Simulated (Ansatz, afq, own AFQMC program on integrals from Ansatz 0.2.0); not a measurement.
**GeH4Cl, doublet: AFQMC among the cluster methods**

```yaml
atoms:
  - { symbol: Cl, position_ang: [-2.1957, 0.0000, 0.0000] }
  - { symbol: H, position_ang: [-0.9169, 0.0000, 0.0000] }
  - { symbol: Ge, position_ang: [1.0223, 0.0000, 0.0000] }
  - { symbol: H, position_ang: [1.4910, -1.4659, 0.0000] }
  - { symbol: H, position_ang: [1.4910, 0.7330, -1.2695] }
  - { symbol: H, position_ang: [1.4910, 0.7330, 1.2695] }
```

Connectivity, by distances: Cl ··· GeH3, 1 bridging H.

Basis cc-pVTZ. Noble-gas cores (and the filled d shells of Ga–Kr and In–Xe) are frozen. Ansatz 0.2.0 and our own AFQMC program on the same integrals; the CISD trial comes from CCSD amplitudes, and released means the phaseless constraint is let go. Error bars are statistical, one sigma. No spin–orbit coupling.

Determinant: UHF, the one that the program's search chose, which needn't be the lowest solution. The geometry is a point of a scan.

No full CI on the walks' own integrals is used here. The released AFQMC energy serves as the reference, which it does only where one determinant dominates, the energy is flat over the last release times and near the phaseless one (40 meV or 2 meV an electron, half that with transition metals). On small molecules, where full CI could be run and the noise was under 10 meV, such values lay within 10 meV of it in 19 cases of 20, a flattering rate, since the rule was set on those same cases; what remains of the bias isn't in the error bar.

Cautions: no relativity below Rb; no spin-orbit coupling; inner d shell frozen; the released value is read at 1.50 1/Eh (meV from the phaseless value at times in 1/Eh: -16 ± 9 at 0.24, -16 ± 8 at 0.51, -28 ± 7 at 0.99, -30 ± 9 at 1.50).

```
T1 diagnostic                               : 0.0108
weight of the determinant in the CISD state : 0.852
⟨S²⟩ of the determinant                     : 0.761
size of the correlated space                : 15 electrons in 114 orbitals
```

```
  level  correlation energy (eV)
    MP2                  -8.8706
   CCSD                 -10.0435
CCSD(T)                 -10.3788
```

(1) Estimate where AFQMC with the constraint released lies against CCSD(T) on the same integrals.

(1) 6.4 ± 0.9 kJ/mol below CCSD(T).

Reference: AFQMC with the constraint released, correlation energy -10.445 ± 0.009 eV.

```json
{"level": "CCSD(T)", "E − E(reference) (kJ/mol)": "6.4 ± 0.9", "share of correlation (%)": "99.37"}
{"level": "ph-AFQMC/CISD", "E − E(reference) (kJ/mol)": "2.9 ± 1.0", "share of correlation (%)": "99.71"}
```

A walk keeps the symmetry of its determinant, which the program's search chose and which needn't be the lowest solution, so a lower state of the same spin and another symmetry isn't excluded. Released energies are given only where the last usable release times agree within the noise; a slower fall can still hide under it.
